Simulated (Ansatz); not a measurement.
# Property card for TaN

These are results of DFT PBEsol, scalar-relativistic, plane waves, PAW (Ansatz 0.2.0), not measurements.

Cutoff 420 eV; k points 12×12×12 on the computed 6-atom cell (Γ-centred); Gaussian smearing, width 0.10 eV; no spin polarisation.

The structure is relaxed at this level of theory with its symmetry kept. This form isn't the usual stable structure of the compound.

Space group P6/mmm (No. 191). a = 5.205 Å, b = 5.205 Å, c = 2.904 Å, α = 90.00°, β = 90.00°, γ = 120.00°
```csv
atom,site,symmetry,x,y,z
Ta,1a,6/mmm,0.0000,0.0000,0.0000
Ta,2d,-6m2,0.3333,0.6667,0.5000
N,3f,mmm,0.5000,0.0000,0.0000
```

(1) Formation energy from the elements' standard states (uncorrected)?

(2) Density of states at the Fermi level?

(3) Löwdin character within 0.5 eV of the Fermi level?

(4) Bulk modulus?

(5) Its pressure derivative?

(6) Bader charges (e)?

Spin-orbit coupling is left out, which matters for the bands of heavy elements.

## Answers

(1) -0.892 eV/atom.

(2) 0.62 states/eV per cell.

(3) Ta 5d 79 %, N 2p 12 %.

(4) 299 GPa.

(5) 4.1.

(6) Ta (1 in the cell) 0.79, Ta (2 in the cell) 2.11, N (3 in the cell) -1.67.

Cost: 6 runs of about 3.2 core-minutes in all, on AMD EPYC 9R45 (Zen 5) (shared hosts).